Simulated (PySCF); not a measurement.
Species: 2-chloroacrylonitrile, C3H2ClN.
Cartesian coordinates in Å at the PBE0-D3(BJ)/def2-SVP level; atoms count from 1:
```xyz
7
C3H2ClN angstrom
C     -0.8795   -0.4754    0.4285
C      0.0515    0.3920    0.0181
Cl    -0.0753    2.0954    0.2904
C      1.2345   -0.0093   -0.6814
N      2.1913   -0.3350   -1.2483
H     -1.7666   -0.1257    0.9587
H     -0.7562   -1.5422    0.2341
```

Lines to be assigned: C 1s: 291.55 (area 1), 292.87 (area 1), 293.85 (area 1) eV; N 1s: 405.55 eV; Cl 1s: 2829.78 eV; Cl 2p3/2: 207.18 eV.

Computed with delta-SCF UKS SCAN, pcX-2 on the ionised atom, pcseg-1 elsewhere, spin-free X2C (PySCF 2.14.0). Isolated species at its PBE0-D3(BJ)/def2-SVP geometry, gas phase.

(1) Assign the C 1s lines to atoms.

## Answers

(1) 291.55 eV: C1 (terminal =CH2 carbon); 292.87 eV: C4 (nitrile carbon); 293.85 eV: C2 (vinylic C–Cl carbon). The listed C 1s values span 2.30 eV, from C1 (bonded to C (double bond) and 2 H) to C2 (bonded to Cl, C (double bond) and C). The widest gap between neighbouring values is 1.32 eV, between 291.55 and 292.87 eV. Summing the Pauling electronegativity differences to the bonded atoms, each weighted by its formal bond order, gives -0.70 for the lowest site and +0.61 for the highest; the largest sum, +1.47, belongs to C4, 0.98 eV below the top.

Bonded neighbours of each site: C1: C (double bond) and 2 H; C2: Cl, C (double bond) and C; Cl3: C; C4: N (triple bond) and C; N5: C (triple bond).

Which effective nuclear charge Zeff reproduces each element's mean 1s value in the hydrogen-like formula E = 13.606 eV × Zeff²?

C (Z = 6): mean 292.8 eV, Zeff = 4.64, Z − Zeff = 1.36; N (Z = 7): mean 405.5 eV, Zeff = 5.46, Z − Zeff = 1.54; Cl (Z = 17): mean 2829.8 eV, Zeff = 14.42, Z − Zeff = 2.58. Means run over the listed sites, weighted by atom count.

Spin contamination (⟨S²⟩ against 0.75 for a pure doublet) is marked for C 1s of C4 (0.85), which makes this value less certain. Spin–orbit coupling isn't in the SCF: each 2p doublet comes from a relaxed spin-free hole plus a matrix of the shell (mean-field spin–orbit coupling and the ground-state 2p splitting), with 2p3/2 averaged over its two sublevels. 2p1/2 minus 2p3/2 (ligand field included): Cl 1.65 eV.

Time: 43 s of wall time. Hardware: Arm Neoverse N1, one thread, no GPU, shared host.
